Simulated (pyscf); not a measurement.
Thermochemistry of product channels of H₂Al–AsH₂ + silane (SiH₄) on the singlet surface, in eV, from ωB97M-D3(BJ)/def2-TZVP energies (ideal gas, 1 atm, RRHO with modes under 100 cm⁻¹ raised to 100, one conformer, R ln 2 for chiral ones without a mode under 150 cm⁻¹). Optimised with ωB97X-D3(BJ)/def2-SVP in PySCF.

| products | ΔE | ΔH(298 K) | ΔG(298 K) | ΔG(900 K) |
|---|---|---|---|---|
| H₂Al–AsH–SiH₃ + hydrogen (H₂) | (withheld) | -0.27 | -0.18 | -0.05 |
| H₃Si–AlH–AsH₂ + hydrogen (H₂) | +0.21 | +0.18 | +0.21 | +0.20 |

Problem. What belongs in the gaps?

Solution. 
- H₂Al–AsH–SiH₃ + hydrogen (H₂), ΔE: -0.24

These are energies of the channels, which say nothing of barriers. Elements up to Kr have no core potential and no relativistic terms here.
